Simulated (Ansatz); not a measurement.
Basis-set extrapolation for C4H10O, SMILES `CCC(C)O` (PBE0-D4/def2-TZVP geometry, frozen core, the Gaussian-basis code of Ansatz). Multiplicity 1, RHF reference.

|  | def2-TZVPP | def2-QZVPP |
| --- | --- | --- |
| HF | -232.249949 | -232.261069 |
| MP2 correlation | -0.949847 | -1.013690 |
| CCSD(T) correlation | -1.036494 | not run |

Energies in hartree. Use E(X) = E(∞) + A·exp(−7.88·√X) for Hartree–Fock and E(X) = E(∞) + B·X^(−2.97) for correlation, with X = 3 and 4, and add CCSD(T) minus MP2 of the smaller set to the MP2 limit.

Q: What is the CCSD(T) energy at the basis-set limit?

A: HF limit: -232.261069 + (-0.011120) × 0.13774 = -232.26260. MP2 limit: -1.013690 + (-0.063843) × 0.74074 = -1.06098. Higher-order term: -1.036494 − (-0.949847) = -0.08665. Total: -233.41023 hartree, 325.0 kJ/mol below CCSD(T)/def2-TZVPP.
